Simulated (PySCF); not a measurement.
## Ionising NO

BHandHLYP; N 6-31G(d,p), O 6-31G(d,p); no relativity (PySCF 2.14). Neutral (UKS): doublet (π ↑), Re = 1.140 Å, ωe = 2144 cm⁻¹, De = 5.58 eV, HOMO -7.97 eV, LUMO -0.81 eV.

NO⁺ (UKS): singlet (closed shell), Re = 1.056 Å, ωe = 2663 cm⁻¹, De = 9.53 eV to N + O⁺. The energies at the minima are -129.81941 hartree for NO and -129.46215 for NO⁺.

(1) Work out the adiabatic ionisation energy, without and with harmonic zero-point energies (1 hartree = 27.2114 eV, 1 eV = 8065.5 cm⁻¹), and the change of the bond length.

For an ion De counts to the pair picked by the measured ionisation energies or electron affinities, which need not be the lowest pair at this level. States were picked by a PBE0 search and need not be the measured ground states.

## Answers

(1) At BHandHLYP: 0.35726 hartree = 9.722 eV between the minima; the zero-point term (2663.0 − 2144.0)/2 cm⁻¹ = +0.032 eV makes it 9.754 eV. Re changes by -8.4 pm against the neutral. The electron leaves a π orbital, and the shorter bond of the ion fits an antibonding orbital, or a change in how ionic the bond is.
